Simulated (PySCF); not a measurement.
# [BCl2]+ (SMILES Cl[B+]Cl) at CCSDT(Q)/STO-6G

Aim: the energy change on altering one bond length of [BCl2]+ at CCSDT(Q)/STO-6G, from 2 runs. The job is set up through a Python script.

The calculation is run with PySCF 2.14.0.

8 further runs of the same task are left out: 8 set aside as unsound or not needed.

**1. The structure to begin with**

The species is [BCl2]+ (3 atoms), meant as a singlet with charge +1. As SMILES, `Cl[B+]Cl`. Geometry: relaxed at GFN2-xTB.

Bond lengths: Cl1–B2 1.572 Å, B2–Cl3 1.572 Å. Angles: Cl1–B2–Cl3 179.8°.

**2. The energy at CCSDT(Q)/STO-6G**

run.py

```python
from pyscf import gto, cc

molecule = gto.Mole()
molecule.atom = [
    ('Cl', (-1.238380, 0.766480, -0.591300)),
    ('B', (0.000740, 0.001360, 0.000550)),
    ('Cl', (1.237640, -0.767840, 0.590740)),
]
molecule.basis = 'sto-6g'
molecule.max_memory = 1860
molecule.verbose = 4
molecule.charge = 1
molecule.build()

mf = molecule.RHF()
mf.conv_tol = 1e-10
mf.kernel()
if not mf.converged:
    mf = mf.newton().run(mf.mo_coeff, mf.mo_occ)

mycc = cc.CCSDT(mf, frozen=11)
mycc.kernel()
e_bracket, e_q = mycc.ccsdt_q()
e_tot = mycc.e_tot + e_q
print('Final energy', e_tot)
```

Command:

```
$ OMP_NUM_THREADS=1 python run.py
```

The program printed:

```text
PySCF version 2.14.0

[INPUT] num. atoms = 3
[INPUT] num. electrons = 38
[INPUT] charge = 1
[INPUT] spin (= nelec alpha-beta = 2S) = 0
[INPUT] symmetry False subgroup None
[INPUT] Mole.unit = angstrom
[INPUT] Symbol           X                Y                Z      unit          X                Y                Z       unit  Magmom
[INPUT]  1 Cl    -1.238380000000   0.766480000000  -0.591300000000 AA   -2.340199038139   1.448437279957  -1.117395057455 Bohr   0.0
[INPUT]  2 B      0.000740000000   0.001360000000   0.000550000000 AA    0.001398397332   0.002570027529   0.001039349369 Bohr   0.0
[INPUT]  3 Cl     1.237640000000  -0.767840000000   0.590740000000 AA    2.338800640807  -1.451007307486   1.116336810826 Bohr   0.0

nuclear repulsion = 105.883521913253
number of shells = 13
number of NR pGTOs = 138
number of NR cGTOs = 23
basis = sto-6g
ecp = {}

******** <class 'pyscf.scf.hf.RHF'> ********
method = RHF
initial guess = minao
damping factor = 0
level_shift factor = 0
DIIS = <class 'pyscf.scf.diis.CDIIS'>
diis_start_cycle = 1
diis_space = 8
diis_damp = 0
SCF conv_tol = 1e-10
SCF conv_tol_grad = None
SCF max_cycles = 50
direct_scf = True
direct_scf_tol = 1e-13
Set gradient conv threshold to 1e-05
Initial guess from minao.
init E= -940.950192284672
  HOMO = -0.500738240118497  LUMO = 0.159043839205251  gap/eV = 17.95358
cycle= 1 E= -940.212267005494  delta_E= 0.738  |g|= 0.533  |ddm|= 2.43
  HOMO = -0.74741971744402  LUMO = -0.234082939627398  gap/eV = 13.96861
cycle= 2 E= -940.30673900277  delta_E= -0.0945  |g|= 0.255  |ddm|= 1.33
  HOMO = -0.75824311380381  LUMO = -0.131893539940259  gap/eV = 17.04384
cycle= 3 E= -940.329748124671  delta_E= -0.023  |g|= 0.0231  |ddm|= 0.416
  HOMO = -0.756409799756297  LUMO = -0.129813516491689  gap/eV = 17.05055
cycle= 4 E= -940.330007800802  delta_E= -0.00026  |g|= 0.00173  |ddm|= 0.056
  HOMO = -0.756168711650042  LUMO = -0.131103971864747  gap/eV = 17.00888
cycle= 5 E= -940.330009894284  delta_E= -2.09e-06  |g|= 0.000409  |ddm|= 0.0059
  HOMO = -0.756186452012087  LUMO = -0.13091415480109  gap/eV = 17.01453
cycle= 6 E= -940.330010044194  delta_E= -1.5e-07  |g|= 0.000106  |ddm|= 0.00148
  HOMO = -0.756180811995758  LUMO = -0.130888918008668  gap/eV = 17.01506
cycle= 7 E= -940.330010051649  delta_E= -7.46e-09  |g|= 3.55e-06  |ddm|= 0.000355
  HOMO = -0.75618035829008  LUMO = -0.130888723148045  gap/eV = 17.01505
cycle= 8 E= -940.330010051657  delta_E= -7.5e-12  |g|= 2.33e-07  |ddm|= 7.71e-06
  HOMO = -0.756180367128859  LUMO = -0.130888543091979  gap/eV = 17.01506
Extra cycle  E= -940.330010051657  delta_E= -4.55e-13  |g|= 7.89e-08  |ddm|= 5.04e-07
converged SCF energy = -940.330010051657

******** <class 'pyscf.cc.rccsdt.RCCSDT'> ********
RCCSDT nocc = 8, nmo = 12
Allocating only the i<=j<=k part of the T3 amplitude in memory
frozen orbitals 11
max_cycle = 50
conv_tol = 1e-07
conv_tol_normt = 1e-06
diis with the T3 amplitude
diis_space = 6
diis_start_cycle = 0
diis_start_energy_diff = 1e+09
einsum_backend: numpy
_make_eris_incore_RCCSDT
blksize  8    blksize_oovv  4    blksize_oooo  4    blksize_vvvv  1

WARN: A large `blksize` is being used, which may cause large memory consumption
      for storing contraction intermediates. If memory is sufficient, consider using
      `pyscf.cc.rccsdt_highm.RCCSDT` instead.

Approximate memory usage estimate
    T3 memory                60.0 KB
    R3 memory                60.0 KB
    Symmetrized T3 memory    36.0 KB
    ERIs memory               162 KB
    T1-ERIs memory            162 KB
    Intermediates memory      162 KB
    Block workspace          96.0 KB
    T3 einsum buffer         96.0 KB
Total estimated memory        834 KB
Init t2, MP2 energy = -940.406392765277  E_corr(MP2) -0.076382713620
Init E_corr(RCCSDT) = -0.0763827136199919
cycle =  1  E_corr(RCCSDT) = -0.077279121764  dE = -8.964081444463e-04  norm(d tamps) = 6.80461148e-02
cycle =  2  E_corr(RCCSDT) = -0.089709548649  dE = -1.243042688414e-02  norm(d tamps) = 3.94227377e-02
cycle =  3  E_corr(RCCSDT) = -0.088122239989  dE =  1.587308659143e-03  norm(d tamps) = 1.92220851e-02
cycle =  4  E_corr(RCCSDT) = -0.090655769657  dE = -2.533529667986e-03  norm(d tamps) = 6.67806419e-03
cycle =  5  E_corr(RCCSDT) = -0.090544106825  dE =  1.116628328969e-04  norm(d tamps) = 9.47829851e-04
cycle =  6  E_corr(RCCSDT) = -0.090518822180  dE =  2.528464455545e-05  norm(d tamps) = 3.71642459e-04
cycle =  7  E_corr(RCCSDT) = -0.090528049430  dE = -9.227250529459e-06  norm(d tamps) = 1.21027662e-04
cycle =  8  E_corr(RCCSDT) = -0.090527903935  dE =  1.454953283547e-07  norm(d tamps) = 4.43578018e-05
cycle =  9  E_corr(RCCSDT) = -0.090530010252  dE = -2.106317136638e-06  norm(d tamps) = 1.49394964e-05
cycle = 10  E_corr(RCCSDT) = -0.090530450253  dE = -4.400003135174e-07  norm(d tamps) = 3.65472442e-06
cycle = 11  E_corr(RCCSDT) = -0.090530335754  dE =  1.144990026541e-07  norm(d tamps) = 1.23752180e-06
cycle = 12  E_corr(RCCSDT) = -0.090530446417  dE = -1.106631475206e-07  norm(d tamps) = 6.56141644e-07
cycle = 13  E_corr(RCCSDT) = -0.090530442122  dE =  4.294342659250e-09  norm(d tamps) = 2.06002965e-07
RCCSDT converged
E(RCCSDT) = -940.4205404937794   E_corr = -0.09053044212241801
E_corr(same-spin) = -0.0214412588761136
E_corr(oppo-spin) = -0.0690891832463044
_make_eris_incore_RCCSDT
[Q] correction =  1.284466031521e-03    (Q) correction =  1.376341565943e-04
Final energy -940.4204028596229
```

It took 2.2 s on 1 thread of Arm Neoverse V1, shared host; peak memory 0.12 GiB.

**3. The distorted shape**

run.py

```python
from pyscf import gto, cc

mol = gto.M(
    atom=[
    ('Cl', (-2.229708, 1.378596, -1.064795)),
    ('B', (0.000740, 0.001360, 0.000550)),
    ('Cl', (1.237640, -0.767840, 0.590740)),
],
    basis='sto-6g',
    verbose=3,
    charge=1,
    max_memory=1860,
)

mf = mol.RHF()
mf.conv_tol = 1e-10
mf.kernel()
if not mf.converged:
    mf = mf.newton().run(mf.mo_coeff, mf.mo_occ)

mycc = cc.CCSDT(mf, frozen=11)
mycc.kernel()
e_bracket, e_q = mycc.ccsdt_q()
etot = mycc.e_tot + e_q
print('E = %.10f Eh' % etot)
```

Command:

```
$ OMP_NUM_THREADS=1 python run.py
```

The program printed:

```text
converged SCF energy = -940.104358527886
_make_eris_incore_RCCSDT

WARN: A large `blksize` is being used, which may cause large memory consumption
      for storing contraction intermediates. If memory is sufficient, consider using
      `pyscf.cc.rccsdt_highm.RCCSDT` instead.

RCCSDT converged
E(RCCSDT) = -940.2564726412692   E_corr = -0.1521141133829585
E_corr(same-spin) = -0.0131560691623821
E_corr(oppo-spin) = -0.138958044220576
_make_eris_incore_RCCSDT
E = -940.2573547920 Eh
```

Run time: 2.7 s. Hardware: 1 thread of Arm Neoverse V1, shared host; peak memory 0.12 GiB.

**4. Summary of results**

Level: CCSDT(Q)/STO-6G, 11 core orbitals frozen.

| quantity | value |
| --- | --- |
| first shape: total energy | -940.42040 Eh |
| first shape: HOMO energy (Hartree–Fock orbitals) | -20.58 eV |
| first shape: LUMO energy (Hartree–Fock orbitals) | -3.56 eV |
| first shape: HOMO–LUMO gap (Hartree–Fock orbitals) | 17.02 eV |
| first shape: correlation energy (11 core orbitals frozen) | -90.4 mEh |
| first shape: T1 diagnostic | 0.016 |
| distorted shape: total energy | -940.25735 Eh |
| distorted shape: HOMO energy (Hartree–Fock orbitals) | -17.34 eV |
| distorted shape: LUMO energy (Hartree–Fock orbitals) | -8.12 eV |
| distorted shape: HOMO–LUMO gap (Hartree–Fock orbitals) | 9.22 eV |
| distorted shape: correlation energy (11 core orbitals frozen) | -153.0 mEh |
| distorted shape: T1 diagnostic | 0.037 |
| energy change with the Cl1–B2 bond stretched from 1.572 to 2.830 Å | 4.437 eV |

In words: With the Cl1–B2 bond stretched from 1.572 to 2.830 Å the energy rises by 4.44 eV (428 kJ/mol). The first shape isn't relaxed at this level, so the change isn't measured from a minimum. The minimal basis adds a large error of its own. Mulliken charges (first shape) of the mean-field density run from +0.20 on Cl1 to +0.61 on B2; they depend strongly on the basis. The T1 diagnostic (distorted shape) of 0.037 is above the customary mark for such species, so a single reference may not serve. Mulliken charges (distorted shape) of the mean-field density run from +0.15 on Cl3 to +0.59 on B2; they depend strongly on the basis.
